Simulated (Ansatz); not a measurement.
`CC[C@@H](C)[C@H](C)CC` + H₂ → `CCCC(C)CC` + CH₄  (hydrogenolysis of a C–C bond)

Isolated molecules relaxed with PBE0-D4/def2-TZVP in Ansatz; ΔE leaves out vibrations. CCSD(T)/CBS adds triple-zeta CCSD(T) − MP2 to the extrapolated MP2 energy (def2 sets, frozen cores). This one scheme is used for every species. Functionals use def2-TZVPP. One conformer a species, not always the lowest.

Question: Is it downhill or uphill in electronic energy at CCSD(T)/CBS, and by how much? (Estimate.)

Answer: Ansatz gave: Downhill: ΔE = -68.0 kJ/mol.

Question: What do these levels give: revPBE, BLYP, RPA@PBE/def2-TZVPP, CCSD(T)/def2-SVP, HF/CBS(def2), CCSD/CBS(def2)? (Best estimate.)

Answer: The calculation gave: revPBE -90.9, BLYP -94.3, RPA@PBE/def2-TZVPP -66.0, CCSD(T)/def2-SVP -68.8, HF/CBS(def2) -102.6, CCSD/CBS(def2) -73.9 kJ/mol.

Largest T1 diagnostic among the species: 0.009.

In def2-TZVPP, CCSD(T) changes the Hartree–Fock value by +34.4 kJ/mol (the triples alone add +5.9 kJ/mol) and MP2 by +39.5 kJ/mol. The D4 term adds +17.5 kJ/mol with B3LYP and +10.1 kJ/mol with PBE0; it sums over pairs of atoms, weighted by their polarisabilities, and B3LYP, whose exchange is more repulsive, gets the larger term.

B3LYP here is the variant with VWN-RPA as its local correlation; programs differ in this.
